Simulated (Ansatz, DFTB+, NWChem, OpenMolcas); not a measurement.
## Strength of the C–C bond: C4H10O → C3H7 + CH3O

Species: C4H10O (2-methyl-1-propanol) `CC(C)CO`, singlet; C3H7 (methylethyl) `C[CH]C`, doublet; CH3O (hydroxymethyl radical) `[CH2]O`, doublet. 

Shapes, held fixed at every level: PBE0-D4/def2-TZVP. Flexible molecules stand in one conformer, not always the lowest. Programs: Ansatz 0.2.0, DFTB+ 25.1, NWChem 7.3.0, OpenMolcas 26.06. A level may come from different programs for different species; with the same settings they agree closely. Electronic energies: no zero-point or thermal term.

```
                             level                    kind  ΔE (kJ/mol)  less CCSD(T)/CBS estimate
                          DFTB2-D4          semi-empirical       +419.8                      +38.1
B3LYP/6-31G* (spherical functions)           global hybrid       +348.8                      -32.9
               B3LYP-D4/def2-TZVPP           global hybrid       +345.0                      -36.7
                PBE0-D4/def2-TZVPP           global hybrid       +357.4                      -24.3
                wB97X-V/def2-TZVPP  range-separated hybrid       +372.4                       -9.3
                 B2PLYP/def2-TZVPP           double hybrid       +352.2                      -29.5
                CCSD(T)/def2-TZVPP   coupled cluster or CI       +375.4                       -6.3
                   CCSD/def2-TZVPP   coupled cluster or CI       +364.2                      -17.5
              CCSD(T)/CBS estimate   coupled cluster or CI       +381.7                        0.0
```

The highest level, CCSD(T)/CBS estimate, gives ΔE = +381.7 kJ/mol; the levels span +345.0 to +419.8. The column of differences is taken from that level and isn't an error. No measured value is set beside it here. Open shells run unrestricted. The CBS estimate extrapolates MP2 from def2-TZVPP and def2-QZVPP and adds CCSD(T) − MP2 in the triple-zeta set, cores frozen. CCSD(T)/CBS estimate lies outside the range of all other levels here, so it shouldn't be taken on trust.
